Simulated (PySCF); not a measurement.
# Working out the ionisation energy of C

C [He] 2s2 2p2 (3P) → C⁺ [He] 2s2 2p1 (2P). Calculation: PySCF 2.14, in pcseg-2; no relativity, point nucleus. Frozen: 1s2. Energies in hartree (1 hartree = 27.21139 eV):

| part | C (lower) | C⁺ (upper) |
| --- | --- | --- |
| UHF | -37.689074 | -37.292630 |
| CCSD correlation | -0.084093 | -0.072491 |
| (T) | -0.001861 | -0.001115 |

Question: What does Hartree-Fock give?

Answer: (-37.292630) − (-37.689074) = 0.396444 hartree = 10.788 eV.

Question: What do CCSD and CCSD(T) give?

Answer: The CCSD correlation energies differ by 0.011602 hartree = 0.316 eV and the triples by 0.000746 hartree = 0.020 eV, so CCSD gives 11.104 eV and CCSD(T) 11.124 eV.

Measured between the centres of the two terms (NIST): 11.262 eV, so CCSD(T) (valence) is off by -0.138 eV.

What remains against the reference includes basis incompleteness, the frozen core and higher excitations.
